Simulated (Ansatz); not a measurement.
Geometry optimisation, RKS PBE0-D4/def2-SVP in Ansatz 0.2.0.

The input (input.yaml):

```yaml
crystal:
  periodic: [false, false, false]
  atoms:
    - { symbol: B, position_ang: [0.34024, -0.52138, -0.84622] }
    - { symbol: Si, position_ang: [-0.34669, 0.30026, 0.62713] }
    - { symbol: F, position_ang: [-0.07363, 1.94931, 1.06698] }
    - { symbol: H, position_ang: [0.12903, -1.69743, -1.03826] }
    - { symbol: H, position_ang: [0.83464, 0.07192, -1.77148] }
    - { symbol: H, position_ang: [-0.88359, -0.10268, 1.96185] }
total_charge: -1
basis:
  gaussian: { orbitals: def2-SVP }
hamiltonian:
  xc: pbe0
  dispersion: d4
relax:
  f_tol: 0.015
  max_steps: 40
```

Launched with:

```bash
$ ansatz run input.yaml --threads 1 --pin off --max-ram 2048MiB --backend cpu --events-out ev --progress --plain --runs-dir out
```

Q: Where does it end, and by what steps?

A: The run converged. Limits of this set-up: an anion without diffuse functions, the dipole of an ion depends on the origin. After 6 steps the energy has fallen by 0.101 eV; H6 moved furthest, 0.15 Å.

```
step  energy less start (eV)  largest force component (eV/Å)  accepted
   0                  0.0000                           1.751       yes
   1                 -0.0727                           0.986       yes
   2                 -0.0910                           0.409       yes
   3                 -0.0964                           0.164       yes
   4                 -0.1004                           0.057       yes
   5                 -0.1006                           0.047       yes
   6                 -0.1006                           0.004       yes
```

```xyz
6
Properties=species:S:1:pos:R:3
B 0.336 -0.490 -0.868
Si -0.293 0.373 0.632
F -0.096 1.977 1.079
H 0.066 -1.683 -0.906
H 0.867 0.054 -1.822
H -0.879 -0.231 1.886
```

Whether the end is a true minimum wasn't checked by a vibrational analysis.

Time of the run: 12 s on 1 thread of Arm Neoverse V1 (shared host), peak memory 0.13 GiB.
